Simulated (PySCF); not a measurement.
Published values to compare with (the computed states carry no symmetry labels, so the two lists aren't matched line by line):

```json
{"state": "3B2(π→π*)", "E (eV)": "4.21", "f": "", "kind of transition": "band maximum or as reported", "source": "[1]"}
{"state": "3B2(π→π*)", "E (eV)": "4.48", "f": "", "kind of transition": "vertical absorption", "source": "[2]"}
{"state": "3B2(π→π*)", "E (eV)": "4.51", "f": "", "kind of transition": "vertical absorption", "source": "[3]"}
{"state": "3A2(π→3s)", "E (eV)": "5.10", "f": "", "kind of transition": "band maximum or as reported", "source": "[1]"}
{"state": "3A2(π→3s)", "E (eV)": "5.21", "f": "", "kind of transition": "vertical absorption", "source": "[3]"}
{"state": "1A2(π→3s)", "E (eV)": "5.22", "f": "", "kind of transition": "band maximum or as reported", "source": "[1]"}
{"state": "1A2(π→3s)", "E (eV)": "5.23", "f": "", "kind of transition": "vertical absorption", "source": "[4]"}
{"state": "1A2(π→3s)", "E (eV)": "5.24", "f": "", "kind of transition": "vertical absorption", "source": "[3]"}
{"state": "3A1(π→π*)", "E (eV)": "5.45", "f": "", "kind of transition": "vertical absorption", "source": "[3]"}
{"state": "3A1(π→π*)", "E (eV)": "5.51", "f": "", "kind of transition": "vertical absorption", "source": "[2]"}
{"state": "1A2(π→3p)", "E (eV)": "5.87", "f": "", "kind of transition": "band maximum or as reported", "source": "[1]"}
{"state": "3B1(π→3p)", "E (eV)": "5.91", "f": "", "kind of transition": "vertical absorption", "source": "[3]"}
{"state": "1B1(n.d.)", "E (eV)": "5.97", "f": "", "kind of transition": "vertical absorption", "source": "[4]"}
{"state": "1B2(π→π*)", "E (eV)": "5.98", "f": "", "kind of transition": "band maximum or as reported", "source": "[1]"}
{"state": "1B1(π→3p)", "E (eV)": "6.00", "f": "0.015", "kind of transition": "vertical absorption", "source": "[3]"}
{"state": "1A2(π→3p)", "E (eV)": "6.00", "f": "", "kind of transition": "vertical absorption", "source": "[3]"}
{"state": "1A2(π→3p)", "E (eV)": "6.01", "f": "", "kind of transition": "vertical absorption", "source": "[4]"}
{"state": "1B1(n.d.)", "E (eV)": "6.09", "f": "", "kind of transition": "vertical absorption", "source": "[4]"}
{"state": "1B2(π→π*)", "E (eV)": "6.24", "f": "", "kind of transition": "vertical absorption", "source": "[4]"}
{"state": "1B2(π→π*)", "E (eV)": "6.26", "f": "0.164", "kind of transition": "vertical absorption", "source": "[3]"}
{"state": "1A1(π→π*)", "E (eV)": "6.27", "f": "", "kind of transition": "vertical absorption", "source": "[4]"}
{"state": "1A1(π→π*)", "E (eV)": "6.30", "f": "0.001", "kind of transition": "vertical absorption", "source": "[3]"}
{"state": "1A1(π→π*)", "E (eV)": "6.41", "f": "", "kind of transition": "vertical absorption", "source": "[2]"}
{"state": "1B2(π→π*)", "E (eV)": "6.71", "f": "", "kind of transition": "vertical absorption", "source": "[2]"}
{"state": "1B2(π→3p)", "E (eV)": "6.82", "f": "", "kind of transition": "vertical absorption", "source": "[4]"}
{"state": "1B2(π→3p)", "E (eV)": "6.83", "f": "0.003", "kind of transition": "vertical absorption", "source": "[3]"}
{"state": "1A1(π→π*)", "E (eV)": "8.17", "f": "", "kind of transition": "vertical absorption", "source": "[2]"}
```

[1] measured, gas; Loos, Lipparini, Boggio-Pasqua, Scemama, Jacquemin (2019), arXiv:1912.04173, literature columns
[2] computed, CC3/TZVP, gas; arXiv:2401.06101 (2024), CC3 reference column of Thiel's set
[3] computed, theoretical best estimate (aug-cc-pVTZ, frozen core, CC3 geometry), gas; Veril, Scemama, Caffarel, Lipparini, Boggio-Pasqua, Jacquemin, Loos, WIREs Comput. Mol. Sci. 2021, 11, e1517 (QUESTDB)
[4] computed, theoretical best estimate (aug-cc-pVTZ), revised with CC4, gas; Loos, Lipparini, Matthews, Blondel, Jacquemin, revising reference values with EOM-CC4 (2022), arXiv:2204.11658

Compound: C4H5N.
SMILES: `C1=CNC=C1`

The calculation used PySCF 2.14.0, density-fitted response routines, TDDFT B3LYP/def2-SVPD, vertical, gas phase, core orbitals frozen in the response. Geometry: PBE0-D3(BJ)/def2-SVP; no solvent, vibrations or thermal averaging.

Computed singlets: 5.45 eV (f 0.000); 6.32 eV (f 0.002); 6.46 eV (f 0.162); 6.46 eV (f 0.003); 6.48 eV (f 0.034); 6.54 eV (f 0.001); 7.11 eV (f 0.000); 7.14 eV (f 0.014); 7.32 eV (f 0.026); 7.40 eV (f 0.000). Computed triplets (Tamm–Dancoff): 4.36, 5.39, 5.40, 5.86 eV.

Q: How does the lowest computed singlet compare with the best estimate listed for the lowest singlet (vertical absorption)?

A: 5.45 eV against 5.23 eV for 1A2(π→3s) [4]: a difference of +0.22 eV. Geometry and basis of the two calculations needn't be the same.

Q: How does the lowest computed triplet compare with the best estimate listed for the lowest triplet (vertical absorption)?

A: 4.36 eV against 4.51 eV for 3B2(π→π*) [3]: a difference of -0.15 eV. Geometry and basis of the two calculations needn't be the same.

n.d. means that the source names no orbital transition; it classes the state at 5.97 eV as Rydberg and the state at 6.09 eV as Rydberg. Note on [4]: revises the 2021 QUESTDB value.

A measured band maximum holds vibronic effects and, in solution, solvent shifts, so it needn't equal the vertical energy.

The vertical ionisation energy (ΔSCF) is 8.29 eV, 0.89 eV above S10.

On an Arm Neoverse V1 with one thread (shared host), this took 30 s wall (with the writing of density and orbital grids) and 0.57 GiB of memory at its peak.
